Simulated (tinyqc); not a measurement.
UHF in the sto-3g basis, for LiH+, spin multiplicity 2, step by step (part 1 of 2). Computed by tinyqc, a small Python program that keeps every step (integrals from PySCF). Settings: charge = 1, multiplicity = 2, basis = sto-3g, energy threshold = 1e-09, iteration cap = 51, orthogonalisation = canonical, start = atomic densities, DIIS depth = 0, shift = 0.2, method = UHF. Command: `OMP_NUM_THREADS=1 python tinyqc.py 25288 25289 out.jsonl` (the two numbers bound the seeds that draw the settings). One thread of a shared host (Intel(R) Xeon(R) Processor @ 2.60GHz), about 0.09 s of CPU time with the checks. Later iterations appear only in the table of the cycle.

## One-electron integrals

Geometry (angstrom):
```
atom         x         y         z
Li    0.000000  0.000000  0.000000
H     0.000000  0.000000  1.959000
```

Basis sto-3g: exponents (1/bohr^2) and contraction coefficients of normalised primitives:
```
element  l (shell)   exponent  coefficient
Li           s (1)  16.119575     0.154329
Li           s (1)   2.936201     0.535328
Li           s (1)   0.794651     0.444635
Li           s (2)   0.636290    -0.099967
Li           s (2)   0.147860     0.399513
Li           s (2)   0.048089     0.700115
Li           p (3)   0.636290     0.155916
Li           p (3)   0.147860     0.607684
Li           p (3)   0.048089     0.391957
H            s (1)   3.425251     0.154329
H            s (1)   0.623914     0.535328
H            s (1)   0.168855     0.444635
```

Overlap, kinetic and nuclear-attraction integrals over the contracted functions; the nuclear repulsion is the sum of Za Zb / Rab.

nuclear repulsion = 0.81037858 hartree

overlap S, order 1Li 1s, 1Li 2s, 1Li 2px, 1Li 2py, 1Li 2pz, 2H 1s:
```
[[1.000000, 0.241137, 0.000000, 0.000000, 0.000000, 0.030357],
 [0.241137, 1.000000, 0.000000, 0.000000, 0.000000, 0.308115],
 [0.000000, 0.000000, 1.000000, 0.000000, 0.000000, 0.000000],
 [0.000000, 0.000000, 0.000000, 1.000000, 0.000000, 0.000000],
 [0.000000, 0.000000, 0.000000, 0.000000, 1.000000, 0.432083],
 [0.030357, 0.308115, 0.000000, 0.000000, 0.432083, 1.000000]]
```

kinetic energy T (hartree), order 1Li 1s, 1Li 2s, 1Li 2px, 1Li 2py, 1Li 2pz, 2H 1s:
```
[[3.576786, -0.020237, 0.000000, 0.000000, 0.000000, -0.009718],
 [-0.020237, 0.102163, 0.000000, 0.000000, 0.000000, 0.021413],
 [0.000000, 0.000000, 0.319682, 0.000000, 0.000000, 0.000000],
 [0.000000, 0.000000, 0.000000, 0.319682, 0.000000, 0.000000],
 [0.000000, 0.000000, 0.000000, 0.000000, 0.319682, 0.077852],
 [-0.009718, 0.021413, 0.000000, 0.000000, 0.077852, 0.760032]]
```

nuclear attraction V (hartree), order 1Li 1s, 1Li 2s, 1Li 2px, 1Li 2py, 1Li 2pz, 2H 1s:
```
[[-8.253008, -1.029480, 0.000000, 0.000000, -0.010744, -0.126295],
 [-1.029480, -1.460558, 0.000000, 0.000000, -0.101346, -0.515560],
 [0.000000, 0.000000, -1.424537, 0.000000, 0.000000, 0.000000],
 [0.000000, 0.000000, 0.000000, -1.424537, 0.000000, 0.000000],
 [-0.010744, -0.101346, 0.000000, 0.000000, -1.503848, -0.731198],
 [-0.126295, -0.515560, 0.000000, 0.000000, -0.731198, -2.036615]]
```

core Hamiltonian H = T + V (hartree), order 1Li 1s, 1Li 2s, 1Li 2px, 1Li 2py, 1Li 2pz, 2H 1s:
```
[[-4.676221, -1.049718, 0.000000, 0.000000, -0.010744, -0.136014],
 [-1.049718, -1.358394, 0.000000, 0.000000, -0.101346, -0.494147],
 [0.000000, 0.000000, -1.104855, 0.000000, 0.000000, 0.000000],
 [0.000000, 0.000000, 0.000000, -1.104855, 0.000000, 0.000000],
 [-0.010744, -0.101346, 0.000000, 0.000000, -1.184167, -0.653346],
 [-0.136014, -0.494147, 0.000000, 0.000000, -0.653346, -1.276584]]
```

## Two-electron integrals

Functions are numbered as in S; the eight-fold symmetry (ij|kl) = (ji|kl) = (kl|ij) leaves the list below.

Two-electron integrals (ij|kl) in chemists' order, unique and non-zero (hartree):
```
(11|11) 1.680395   (21|11) 0.265420   (21|21) 0.049941   (22|11) 0.397727
(22|21) 0.092860   (22|22) 0.290562   (31|31) 0.008981   (32|31) 0.013788
(32|32) 0.064184   (33|11) 0.396640   (33|21) 0.092880   (33|22) 0.290497
(33|33) 0.312946   (41|41) 0.008981   (42|41) 0.013788   (42|42) 0.064184
(43|43) 0.016869   (44|11) 0.396640   (44|21) 0.092880   (44|22) 0.290497
(44|33) 0.279207   (44|44) 0.312946   (51|51) 0.008981   (52|51) 0.013788
(52|52) 0.064184   (53|53) 0.016869   (54|54) 0.016869   (55|11) 0.396640
(55|21) 0.092880   (55|22) 0.290497   (55|33) 0.279207   (55|44) 0.279207
(55|55) 0.312946   (61|11) 0.032116   (61|21) 0.006090   (61|22) 0.011598
(61|33) 0.011462   (61|44) 0.011462   (61|51) 0.000754   (61|52) 0.001471
(61|55) 0.011875   (61|61) 0.000818   (62|11) 0.101526   (62|21) 0.024115
(62|22) 0.083269   (62|33) 0.078602   (62|44) 0.078602   (62|51) 0.003811
(62|52) 0.025802   (62|55) 0.092526   (62|61) 0.003548   (62|62) 0.043787
(63|31) 0.001632   (63|32) 0.008310   (63|53) 0.003664   (63|63) 0.002622
(64|41) 0.001632   (64|42) 0.008310   (64|54) 0.003664   (64|64) 0.002622
(65|11) 0.133938   (65|21) 0.032065   (65|22) 0.114240   (65|33) 0.106379
(65|44) 0.106379   (65|51) 0.005871   (65|52) 0.039707   (65|55) 0.129850
(65|61) 0.004850   (65|62) 0.064967   (65|65) 0.097233   (66|11) 0.269925
(66|21) 0.065013   (66|22) 0.248136   (66|33) 0.226608   (66|44) 0.226608
(66|51) 0.010577   (66|52) 0.092144   (66|55) 0.291076   (66|61) 0.009778
(66|62) 0.168165   (66|65) 0.257467   (66|66) 0.774606
```

## Orthogonalisation

S = U s U^T; canonical form X = U s^(-1/2), so that X^T S X = 1. Each column of U has its largest component positive (the first on a tie).

eigenvalues of S: [0.456226, 0.802714, 1.000000, 1.000000, 1.180529, 1.560531]

X, order 1Li 1s, 1Li 2s, 1Li 2px, 1Li 2py, 1Li 2pz, 2H 1s:
```
[[0.245899, 0.775434, 0.000000, 0.000000, 0.605169, 0.191787],
 [-0.681757, -0.606947, 0.000000, 0.000000, 0.477469, 0.378114],
 [0.000000, 0.000000, 0.722910, -0.690942, 0.000000, 0.000000],
 [0.000000, 0.000000, 0.690942, 0.722910, 0.000000, 0.000000],
 [-0.803138, 0.477978, 0.000000, 0.000000, -0.463994, 0.414545],
 [1.010746, -0.218241, 0.000000, 0.000000, -0.193861, 0.537780]]
```

Within a degenerate level the vectors are fixed only up to a rotation; this is one choice.

## Starting guess

The start is atomic minimal-basis densities projected into this basis (PySCF's MINAO start) and scaled to the electron count of each spin; this density is not idempotent, so its energy is not variational and may lie below the converged one.

D(alpha) at the start, order 1Li 1s, 1Li 2s, 1Li 2px, 1Li 2py, 1Li 2pz, 2H 1s:
```
[[1.037513, -0.112060, 0.000000, 0.000000, 0.002491, -0.008990],
 [-0.112060, 0.510153, 0.000000, 0.000000, -0.001774, 0.047956],
 [0.000000, 0.000000, 0.000000, 0.000000, 0.000000, 0.000000],
 [0.000000, 0.000000, 0.000000, 0.000000, 0.000000, 0.000000],
 [0.002491, -0.001774, 0.000000, 0.000000, 0.001833, 0.028364],
 [-0.008990, 0.047956, 0.000000, 0.000000, 0.028364, 0.451026]]
```

D(beta) at the start, order 1Li 1s, 1Li 2s, 1Li 2px, 1Li 2py, 1Li 2pz, 2H 1s:
```
[[0.518757, -0.056030, 0.000000, 0.000000, 0.001245, -0.004495],
 [-0.056030, 0.255077, 0.000000, 0.000000, -0.000887, 0.023978],
 [0.000000, 0.000000, 0.000000, 0.000000, 0.000000, 0.000000],
 [0.000000, 0.000000, 0.000000, 0.000000, 0.000000, 0.000000],
 [0.001245, -0.000887, 0.000000, 0.000000, 0.000917, 0.014182],
 [-0.004495, 0.023978, 0.000000, 0.000000, 0.014182, 0.225513]]
```

## Iteration 1: building the Fock matrix

J_ij = sum D_kl (ij|kl) with D = D(alpha) + D(beta), K_ij = sum D_kl (ik|jl) for each spin; F = H + J - K(s); E = tr D H + tr D J / 2 - 0.5 sum_s tr D(s) K(s) + E_nn.

Coulomb J (hartree), order 1Li 1s, 1Li 2s, 1Li 2px, 1Li 2py, 1Li 2pz, 2H 1s:
```
[[3.039115, 0.517609, 0.000000, 0.000000, 0.008177, 0.064356],
 [0.517609, 1.000160, 0.000000, 0.000000, 0.069152, 0.339262],
 [0.000000, 0.000000, 0.982479, 0.000000, 0.000000, 0.000000],
 [0.000000, 0.000000, 0.000000, 0.982479, 0.000000, 0.000000],
 [0.008177, 0.069152, 0.000000, 0.000000, 1.030177, 0.476950],
 [0.064356, 0.339262, 0.000000, 0.000000, 0.476950, 1.158380]]
```

exchange K(alpha) (hartree), order 1Li 1s, 1Li 2s, 1Li 2px, 1Li 2py, 1Li 2pz, 2H 1s:
```
[[1.709859, 0.275105, 0.000000, 0.000000, 0.003909, 0.039548],
 [0.275105, 0.208118, 0.000000, 0.000000, 0.039082, 0.138391],
 [0.000000, 0.000000, 0.041161, 0.000000, 0.000000, 0.000000],
 [0.000000, 0.000000, 0.000000, 0.041161, 0.000000, 0.000000],
 [0.003909, 0.039082, 0.000000, 0.000000, 0.094469, 0.147936],
 [0.039548, 0.138391, 0.000000, 0.000000, 0.147936, 0.402290]]
```

exchange K(beta) (hartree), order 1Li 1s, 1Li 2s, 1Li 2px, 1Li 2py, 1Li 2pz, 2H 1s:
```
[[0.854929, 0.137552, 0.000000, 0.000000, 0.001955, 0.019774],
 [0.137552, 0.104059, 0.000000, 0.000000, 0.019541, 0.069195],
 [0.000000, 0.000000, 0.020581, 0.000000, 0.000000, 0.000000],
 [0.000000, 0.000000, 0.000000, 0.020581, 0.000000, 0.000000],
 [0.001955, 0.019541, 0.000000, 0.000000, 0.047235, 0.073968],
 [0.019774, 0.069195, 0.000000, 0.000000, 0.073968, 0.201145]]
```

F(alpha) (hartree), order 1Li 1s, 1Li 2s, 1Li 2px, 1Li 2py, 1Li 2pz, 2H 1s:
```
[[-3.346965, -0.807214, 0.000000, 0.000000, -0.006476, -0.111206],
 [-0.807214, -0.566352, 0.000000, 0.000000, -0.071276, -0.293276],
 [0.000000, 0.000000, -0.163537, 0.000000, 0.000000, 0.000000],
 [0.000000, 0.000000, 0.000000, -0.163537, 0.000000, 0.000000],
 [-0.006476, -0.071276, 0.000000, 0.000000, -0.248459, -0.324332],
 [-0.111206, -0.293276, 0.000000, 0.000000, -0.324332, -0.520494]]
```

F(beta) (hartree), order 1Li 1s, 1Li 2s, 1Li 2px, 1Li 2py, 1Li 2pz, 2H 1s:
```
[[-2.492036, -0.669661, 0.000000, 0.000000, -0.004522, -0.091432],
 [-0.669661, -0.462293, 0.000000, 0.000000, -0.051735, -0.224080],
 [0.000000, 0.000000, -0.142957, 0.000000, 0.000000, 0.000000],
 [0.000000, 0.000000, 0.000000, -0.142957, 0.000000, 0.000000],
 [-0.004522, -0.051735, 0.000000, 0.000000, -0.201224, -0.250364],
 [-0.091432, -0.224080, 0.000000, 0.000000, -0.250364, -0.319349]]
```

total energy of this density = -6.30880387 hartree

This density is the starting one; it is not idempotent, so its energy is not variational and may lie below the converged one.

## Iteration 1: diagonalisation and new density

A level shift of 0.2 hartree raises the virtual space: F + shift (S - S D(s) S), with D(s) the density of one spin. Diagonalise F' = X^T F X, C = X C', fill 2 alpha and 1 beta electrons from the bottom; D(s) = C_occ C_occ^T. Each column has its largest component positive (the first on a tie).

F' = X^T F X (alpha) (hartree):
```
[[0.084701, -0.309152, 0.000000, 0.000000, -0.193163, -0.199493],
 [-0.309152, -1.401390, 0.000000, 0.000000, -1.455181, -0.458982],
 [0.000000, 0.000000, 0.036463, 0.000000, 0.000000, 0.000000],
 [0.000000, 0.000000, 0.000000, 0.036463, 0.000000, 0.000000],
 [-0.193163, -1.455181, 0.000000, 0.000000, -1.761629, -0.675395],
 [-0.199493, -0.458982, 0.000000, 0.000000, -0.675395, -0.749132]]
```

orbital energies (alpha) (hartree): [-3.349775, -0.521626, -0.144858, 0.036463, 0.036463, 0.188810]

coefficients C (alpha), order 1Li 1s, 1Li 2s, 1Li 2px, 1Li 2py, 1Li 2pz, 2H 1s:
```
[[0.999825, -0.137305, -0.203270, 0.000000, 0.000000, -0.070391],
 [0.000139, 0.464846, 0.910242, 0.000000, 0.000000, 0.399377],
 [0.000000, 0.000000, 0.000000, 0.731567, -0.681770, 0.000000],
 [0.000000, 0.000000, 0.000000, 0.681770, 0.731567, 0.000000],
 [0.001066, 0.179184, -0.342399, 0.000000, 0.000000, 1.054176],
 [0.004285, 0.683855, -0.470000, 0.000000, 0.000000, -0.841100]]
```

F' = X^T F X (beta) (hartree):
```
[[0.203756, -0.212014, 0.000000, 0.000000, -0.137000, -0.090861],
 [-0.212014, -0.910443, 0.000000, 0.000000, -1.045810, -0.361330],
 [0.000000, 0.000000, 0.057043, 0.000000, 0.000000, 0.000000],
 [0.000000, 0.000000, 0.000000, 0.057043, 0.000000, 0.000000],
 [-0.137000, -1.045810, 0.000000, 0.000000, -1.279247, -0.525321],
 [-0.090861, -0.361330, 0.000000, 0.000000, -0.525321, -0.482654]]
```

orbital energies (beta) (hartree): [-2.395786, -0.282710, -0.040882, 0.057043, 0.057043, 0.250789]

coefficients C (beta), order 1Li 1s, 1Li 2s, 1Li 2px, 1Li 2py, 1Li 2pz, 2H 1s:
```
[[0.991341, -0.172740, -0.208610, 0.000000, 0.000000, -0.093063],
 [0.033929, 0.544992, 0.825826, 0.000000, 0.000000, 0.473251],
 [0.000000, 0.000000, 0.000000, -0.349441, 0.936958, 0.000000],
 [0.000000, 0.000000, 0.000000, 0.936958, 0.349441, 0.000000],
 [0.003777, 0.258060, -0.495346, 0.000000, 0.000000, 0.973989],
 [-0.001748, 0.578537, -0.370793, 0.000000, 0.000000, -0.961160]]
```

D(alpha) after iteration 1, order 1Li 1s, 1Li 2s, 1Li 2px, 1Li 2py, 1Li 2pz, 2H 1s:
```
[[1.018502, -0.063687, 0.000000, 0.000000, -0.023537, -0.089613],
 [-0.063687, 0.216081, 0.000000, 0.000000, 0.083293, 0.317888],
 [0.000000, 0.000000, 0.000000, 0.000000, 0.000000, 0.000000],
 [0.000000, 0.000000, 0.000000, 0.000000, 0.000000, 0.000000],
 [-0.023537, 0.083293, 0.000000, 0.000000, 0.032108, 0.122541],
 [-0.089613, 0.317888, 0.000000, 0.000000, 0.122541, 0.467676]]
```

D(beta) after iteration 1, order 1Li 1s, 1Li 2s, 1Li 2px, 1Li 2py, 1Li 2pz, 2H 1s:
```
[[0.982757, 0.033636, 0.000000, 0.000000, 0.003744, -0.001733],
 [0.033636, 0.001151, 0.000000, 0.000000, 0.000128, -0.000059],
 [0.000000, 0.000000, 0.000000, 0.000000, 0.000000, 0.000000],
 [0.000000, 0.000000, 0.000000, 0.000000, 0.000000, 0.000000],
 [0.003744, 0.000128, 0.000000, 0.000000, 0.000014, -0.000007],
 [-0.001733, -0.000059, 0.000000, 0.000000, -0.000007, 0.000003]]
```

Within a degenerate level the vectors are fixed only up to a rotation; this is one choice.

## Iteration 2: building the Fock matrix

As before.

Coulomb J (hartree), order 1Li 1s, 1Li 2s, 1Li 2px, 1Li 2py, 1Li 2pz, 2H 1s:
```
[[3.663825, 0.603809, 0.000000, 0.000000, 0.010615, 0.074890],
 [0.603809, 1.057681, 0.000000, 0.000000, 0.079120, 0.348699],
 [0.000000, 0.000000, 1.040191, 0.000000, 0.000000, 0.000000],
 [0.000000, 0.000000, 0.000000, 1.040191, 0.000000, 0.000000],
 [0.010615, 0.079120, 0.000000, 0.000000, 1.085953, 0.486149],
 [0.074890, 0.348699, 0.000000, 0.000000, 0.486149, 1.144963]]
```

exchange K(alpha) (hartree), order 1Li 1s, 1Li 2s, 1Li 2px, 1Li 2py, 1Li 2pz, 2H 1s:
```
[[1.687441, 0.266344, 0.000000, 0.000000, 0.002371, 0.035070],
 [0.266344, 0.179304, 0.000000, 0.000000, 0.114922, 0.218626],
 [0.000000, 0.000000, 0.028917, 0.000000, 0.000000, 0.000000],
 [0.000000, 0.000000, 0.000000, 0.028917, 0.000000, 0.000000],
 [0.002371, 0.114922, 0.000000, 0.000000, 0.132799, 0.237329],
 [0.035070, 0.218626, 0.000000, 0.000000, 0.237329, 0.554086]]
```

exchange K(beta) (hartree), order 1Li 1s, 1Li 2s, 1Li 2px, 1Li 2py, 1Li 2pz, 2H 1s:
```
[[1.669222, 0.275820, 0.000000, 0.000000, 0.001297, 0.035245],
 [0.275820, 0.055569, 0.000000, 0.000000, 0.000374, 0.007290],
 [0.000000, 0.000000, 0.009821, 0.000000, 0.000000, 0.000000],
 [0.000000, 0.000000, 0.000000, 0.009821, 0.000000, 0.000000],
 [0.001297, 0.000374, 0.000000, 0.000000, 0.009806, 0.000996],
 [0.035245, 0.007290, 0.000000, 0.000000, 0.000996, 0.001092]]
```

F(alpha) (hartree), order 1Li 1s, 1Li 2s, 1Li 2px, 1Li 2py, 1Li 2pz, 2H 1s:
```
[[-2.699838, -0.712253, 0.000000, 0.000000, -0.002500, -0.096193],
 [-0.712253, -0.480017, 0.000000, 0.000000, -0.137148, -0.364074],
 [0.000000, 0.000000, -0.093582, 0.000000, 0.000000, 0.000000],
 [0.000000, 0.000000, 0.000000, -0.093582, 0.000000, 0.000000],
 [-0.002500, -0.137148, 0.000000, 0.000000, -0.231013, -0.404526],
 [-0.096193, -0.364074, 0.000000, 0.000000, -0.404526, -0.685707]]
```

F(beta) (hartree), order 1Li 1s, 1Li 2s, 1Li 2px, 1Li 2py, 1Li 2pz, 2H 1s:
```
[[-2.681618, -0.721729, 0.000000, 0.000000, -0.001426, -0.096369],
 [-0.721729, -0.356282, 0.000000, 0.000000, -0.022599, -0.152738],
 [0.000000, 0.000000, -0.074486, 0.000000, 0.000000, 0.000000],
 [0.000000, 0.000000, 0.000000, -0.074486, 0.000000, 0.000000],
 [-0.001426, -0.022599, 0.000000, 0.000000, -0.108020, -0.168193],
 [-0.096369, -0.152738, 0.000000, 0.000000, -0.168193, -0.132712]]
```

total energy of this density = -7.59074986 hartree

## Iteration 2: diagonalisation and new density

As before.

F' = X^T F X (alpha) (hartree):
```
[[0.160223, -0.186568, 0.000000, 0.000000, -0.142218, -0.247217],
 [-0.186568, -1.020723, 0.000000, 0.000000, -1.253924, -0.299233],
 [0.000000, 0.000000, 0.106418, 0.000000, 0.000000, 0.000000],
 [0.000000, 0.000000, 0.000000, 0.106418, 0.000000, 0.000000],
 [-0.142218, -1.253924, 0.000000, 0.000000, -1.409205, -0.503392],
 [-0.247217, -0.299233, 0.000000, 0.000000, -0.503392, -0.889735]]
```

orbital energies (alpha) (hartree): [-2.701436, -0.740802, 0.038101, 0.106418, 0.106418, 0.244697]

coefficients C (alpha), order 1Li 1s, 1Li 2s, 1Li 2px, 1Li 2py, 1Li 2pz, 2H 1s:
```
[[0.993391, -0.118909, -0.237768, 0.000000, 0.000000, -0.085299],
 [0.025959, 0.330259, 0.951884, 0.000000, 0.000000, 0.433929],
 [0.000000, 0.000000, 0.000000, -0.593948, 0.804504, 0.000000],
 [0.000000, 0.000000, 0.000000, 0.804504, 0.593948, 0.000000],
 [0.002765, 0.193794, -0.344066, 0.000000, 0.000000, 1.051041],
 [0.000694, 0.762180, -0.354281, 0.000000, 0.000000, -0.830417]]
```

F' = X^T F X (beta) (hartree):
```
[[0.318523, -0.223663, 0.000000, 0.000000, -0.191772, -0.068093],
 [-0.223663, -0.928590, 0.000000, 0.000000, -1.214053, -0.489435],
 [0.000000, 0.000000, 0.125514, 0.000000, 0.000000, 0.000000],
 [0.000000, 0.000000, 0.000000, 0.125514, 0.000000, 0.000000],
 [-0.191772, -1.214053, 0.000000, 0.000000, -1.382521, -0.619351],
 [-0.068093, -0.489435, 0.000000, 0.000000, -0.619351, -0.295678]]
```

orbital energies (beta) (hartree): [-2.684032, -0.037861, 0.075281, 0.125514, 0.125514, 0.358346]

coefficients C (beta), order 1Li 1s, 1Li 2s, 1Li 2px, 1Li 2py, 1Li 2pz, 2H 1s:
```
[[0.991685, -0.173398, -0.201726, 0.000000, 0.000000, 0.102843],
 [0.032948, 0.569004, 0.779206, 0.000000, 0.000000, -0.521642],
 [0.000000, 0.000000, 0.000000, 0.834988, -0.550268, 0.000000],
 [0.000000, 0.000000, 0.000000, 0.550268, 0.834988, 0.000000],
 [0.002408, 0.349296, -0.599081, 0.000000, 0.000000, -0.883018],
 [-0.003638, 0.500465, -0.239064, 0.000000, 0.000000, 1.043262]]
```

D(alpha) after iteration 2, order 1Li 1s, 1Li 2s, 1Li 2px, 1Li 2py, 1Li 2pz, 2H 1s:
```
[[1.000966, -0.013483, 0.000000, 0.000000, -0.020297, -0.089940],
 [-0.013483, 0.109745, 0.000000, 0.000000, 0.064074, 0.251735],
 [0.000000, 0.000000, 0.000000, 0.000000, 0.000000, 0.000000],
 [0.000000, 0.000000, 0.000000, 0.000000, 0.000000, 0.000000],
 [-0.020297, 0.064074, 0.000000, 0.000000, 0.037564, 0.147707],
 [-0.089940, 0.251735, 0.000000, 0.000000, 0.147707, 0.580919]]
```

D(beta) after iteration 2, order 1Li 1s, 1Li 2s, 1Li 2px, 1Li 2py, 1Li 2pz, 2H 1s:
```
[[0.983438, 0.032674, 0.000000, 0.000000, 0.002388, -0.003608],
 [0.032674, 0.001086, 0.000000, 0.000000, 0.000079, -0.000120],
 [0.000000, 0.000000, 0.000000, 0.000000, 0.000000, 0.000000],
 [0.000000, 0.000000, 0.000000, 0.000000, 0.000000, 0.000000],
 [0.002388, 0.000079, 0.000000, 0.000000, 0.000006, -0.000009],
 [-0.003608, -0.000120, 0.000000, 0.000000, -0.000009, 0.000013]]
```

Within a degenerate level the vectors are fixed only up to a rotation; this is one choice.
